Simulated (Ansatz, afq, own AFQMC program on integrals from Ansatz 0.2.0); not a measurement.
GeHO, doublet → GeHO⁺, triplet

```xyz
3

Ge    0.0000    0.0134    0.3432
O     0.0000   -0.1072   -1.4387
H     0.0000    0.7369   -1.8995
```

Connectivity, by distances: Ge–OH.

E(triplet, charge +1) − E(doublet, charge +0) at this geometry, on UHF and UHF determinants.

Basis cc-pVDZ. Only valence electrons are correlated. Integrals, coupled cluster, full CI and functionals: Ansatz 0.2.0; the random walks run on the same integrals in our own AFQMC program. The CISD trial takes its coefficients from CCSD amplitudes. Released means that phaseless walkers are propagated on without the constraint, phases kept. Uncertainties: one standard error, sampling alone. No spin–orbit coupling. The errors of all members are added in quadrature.

No full CI on the walks' own integrals is used here; CCSDT(Q) serves as the reference and is uncertain by about the last step of the cluster series. Each member takes its own surest rung, up to full CI.

Errors are counted within cc-pVDZ, not against nature.

Cautions: inner d shell frozen; no relativity below Rb; no spin-orbit coupling; GeHO (doublet): the ph-AFQMC/CISD walk drifts between its halves (2.1 errors); GeHO⁺ (triplet): lower spins were not checked, its ph-AFQMC/CISD value lies 31 ± 13 meV above CCSDT(Q); this needn't be the first ionization.

Reference (CCSDT(Q)): 246.1 kcal/mol.

```tsv
level	vertical ionization energy (kcal/mol)	error against CCSDT(Q) (kcal/mol)
HF	228.9	-17.3
MP2	250.7	4.5
CCSD	246.4	0.2
CCSD(T)	246.6	0.5
CCSDT	246.2	0.1
ph-AFQMC/CISD	246.2 ± 0.5	0.0 ± 0.5
released AFQMC	246.1 ± 0.5	0.0 ± 0.5
```

Correlation beyond CCSD(T) takes off 0.5 kcal/mol. The perturbative (T) step is worth +0.2 kcal/mol.

A walk keeps the symmetry of its determinant, which the program's search chose and which needn't be the lowest solution, so a lower state of the same spin and another symmetry isn't excluded. Released energies are given only where the last usable release times agree within the noise; a slower fall can still hide under it.
